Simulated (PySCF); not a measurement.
A TDDFT job was run through a driver script with this input:

```
{"job": {"kind": "uv", "xc": "B3LYP", "basis": "def2-SVPD", "nstates": 8, "ntriplets": 3}, "charge": 0, "multiplicity": 1}
C      2.124055    -0.439813     0.014390
C      0.968613    -0.834874     0.523814
P     -0.439543     0.226424     0.973126
C     -0.258984     1.575386    -0.283581
C     -1.744047    -0.769202     0.103981
H      2.930222    -1.132846    -0.169817
H      2.317805     0.587659    -0.244987
H      0.824599    -1.874169     0.798460
H      0.532608     2.255344     0.023493
H     -1.191702     2.135605    -0.323438
H     -0.032555     1.167636    -1.267718
H     -1.474450    -0.953333    -0.935037
H     -1.871536    -1.718845     0.620002
H     -2.685764    -0.225446     0.145147
```

Output:

```
coarse grid: 11552 points
cycle   1  E = -498.8533994370  dE =  2.466e-01  |g| = 4.565e-01  |ddm| = 5.504e+00
cycle   2  E = -498.8266919766  dE =  2.671e-02  |g| = 5.528e-01  |ddm| = 1.363e+00
cycle   3  E = -498.9105934200  dE = -8.390e-02  |g| = 3.622e-02  |ddm| = 7.025e-01
cycle   4  E = -498.9109549334  dE = -3.615e-04  |g| = 1.642e-02  |ddm| = 1.164e-01
cycle   5  E = -498.9110229972  dE = -6.806e-05  |g| = 6.777e-03  |ddm| = 3.539e-02
cycle   6  E = -498.9110346702  dE = -1.167e-05  |g| = 1.646e-03  |ddm| = 1.088e-02
cycle   7  E = -498.9110354066  dE = -7.364e-07  |g| = 3.823e-04  |ddm| = 3.098e-03
final grid: 105112 points
cycle   8  E = -498.9815540368  dE = -4.182e-05  |g| = 5.325e-03  |ddm| = 1.410e-01
cycle   9  E = -498.9815507546  dE =  3.282e-06  |g| = 6.400e-03  |ddm| = 1.675e-02
cycle  10  E = -498.9815617255  dE = -1.097e-05  |g| = 5.466e-04  |ddm| = 8.034e-03
cycle  11  E = -498.9815618025  dE = -7.694e-08  |g| = 2.000e-04  |ddm| = 1.149e-03
cycle  12  E = -498.9815618105  dE = -8.005e-09  |g| = 9.406e-05  |ddm| = 3.984e-04
cycle  13  E = -498.9815618131  dE = -2.622e-09  |g| = 1.479e-05  |ddm| = 1.865e-04
cycle  14  E = -498.9815618132  dE = -5.969e-11  |g| = 3.889e-06  |ddm| = 3.483e-05
converged SCF energy = -498.9815618132

Static polarisability (au): isotropic 77.967, principal 63.809 75.941 94.150

Singlet excitations
state   eV       nm        f      main configurations
  1   5.2589    235.8   0.15737   H->L 0.94
  2   5.9634    207.9   0.04733   H->L+1 0.96
  3   6.1522    201.5   0.03980   H->L+2 0.98
  4   6.4878    191.1   0.02949   H->L+3 0.94
  5   6.9765    177.7   0.04341   H->L+4 0.94
  6   7.0524    175.8   0.11579   H-1->L 0.59, H-2->L 0.20, H-3->L 0.10
  7   7.1976    172.3   0.01903   H->L+5 0.87
  8   7.3392    168.9   0.17673   H->L+6 0.88

Triplet excitations (Tamm-Dancoff, eV): 4.0036 5.2252 5.2956
```

Computed, not measured: PySCF, TDDFT B3LYP/def2-SVPD, vertical, gas phase, core orbitals frozen in the response. Isolated species at its GFN2-xTB geometry (one conformer only).

**Question.** How much of the mean polarisability do the listed states account for?

**Answer.** The sum over states Σ f/ΔE² (ΔE in hartree) gives 11.58 au, 15% of the total; the rest comes from higher roots of the same response equations.

**Question.** What transition dipole goes with state 8?

**Answer.** |μ|² = 3f / (2ΔE) = 3 × 0.1767 / (2 × 0.2697) = 0.983 au, so |μ| = 2.52 D.

**Question.** What is the total energy of state 5 at this geometry?

**Answer.** -498.98156 + 0.25638 = -498.72518 hartree.

**Question.** How many basis functions and electrons does this run hold?

**Answer.** 176 basis functions for 48 electrons in 24 doubly occupied orbitals.

**Question.** Give the mean polarisability in Å³.

**Answer.** 77.97 au × 0.148185 = 11.55 Å³.

**Question.** Which species is it?

**Answer.** `P(C=C)(C)C` (C4H9P), point group C1.

The SCF starts on a coarse grid; the energy jumps when the final grid takes over, and dE counts afresh there. H and L stand for HOMO and LUMO.

Shape of the structure used: `[CH2:1]=[CH:2][P:3]([CH3:4])[CH3:5]`: C1–C2–P3–C4 32°.
